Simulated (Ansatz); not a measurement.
What each rung costs, and what it gives

The pair of H₂O (SMILES O, atoms 1–3) and CH₆Si (SMILES C[SiH3], atoms 4–11), both closed shells, in one local arrangement (a lower one may exist), relaxed at PBE0-D4/def2-TZVP:

```tsv
atom	x (Å)	y (Å)	z (Å)
O1	0.1527	0.0651	-2.4137
H2	1.0970	0.0913	-2.2405
H3	-0.1435	0.9704	-2.2905
C4	-0.7111	-0.9512	0.8197
Si5	0.3642	0.5700	0.9117
H6	-0.2447	-1.7887	1.3433
H7	-0.8607	-1.2299	-0.2251
H8	-1.6857	-0.7660	1.2767
H9	0.5956	0.9868	2.3224
H10	-0.2625	1.7220	0.2034
H11	1.6988	0.3303	0.2927
```

Interaction energies are counterpoise-corrected; the time is that of the whole pair.

Computed with Ansatz 0.2.0 (basis: as named in each row); correlated methods freeze the cores. B3LYP uses VWN-RPA correlation. Extrapolation: Hartree–Fock as exp(−7.88 √X), correlation as X^−2.97.

Times are rough, for one single point on 4 threads of a shared host (Arm Neoverse V1).

The estimate by CCSD(T) at an estimated basis limit (MP2 extrapolated from triple and quadruple zeta, plus CCSD(T) − MP2 in triple zeta) is -8.7 kJ/mol.

| method | basis | time (s) | interaction energy (kJ/mol) | method less estimate |
| --- | --- | --- | --- | --- |
| HF | STO-3G | under 1 | 3.5 | 12.2 |
| PBE-D4 | STO-3G | under 1 | -3.4 | 5.3 |
| SPW92 | def2-SVP | under 1 | -15.6 | -6.9 |
| B3LYP-D4 | 6-31G | under 1 | -7.9 | 0.8 |
| PBE-D4 | def2-SVP | under 1 | -9.8 | -1.1 |
| PBE0-D4 | def2-SVP | under 1 | -9.1 | -0.4 |
| CCSD(T) | def2-SVP | 2 | -3.1 | 5.6 |
| PBE-D4 | def2-TZVPPD | 2 | -9.6 | -0.9 |
| revPBE-D4 | def2-TZVPPD | 2 | -7.0 | 1.7 |
| BLYP-D4 | def2-TZVPPD | 2 | -7.0 | 1.6 |
| PBE0-D4 | def2-TZVPPD | 2 | -9.1 | -0.4 |
| HSE06-D4 | def2-TZVPPD | 3 | -9.1 | -0.4 |
| B3LYP-D4 | def2-TZVPPD | 3 | -8.0 | 0.7 |
| wB97M-V | def2-SVP | 3 | -8.6 | 0.1 |
| r2SCAN-D4 | def2-TZVPPD | 4 | -10.0 | -1.3 |
| B2PLYP | def2-TZVPPD | 6 | -4.5 | 4.1 |
| wB97X-V | def2-TZVPPD | 8 | -9.1 | -0.5 |
| B97M-V | def2-TZVPPD | 8 | -10.5 | -1.8 |
| wB97M-V | def2-TZVPPD | 8 | -9.5 | -0.8 |
| MP2 | def2-QZVPPD | 19 | -7.7 | 1.0 |
| CCSD(T) | def2-TZVPPD | 110 | -7.4 | 1.2 |

The T1 diagnostic stays at or below 0.011.
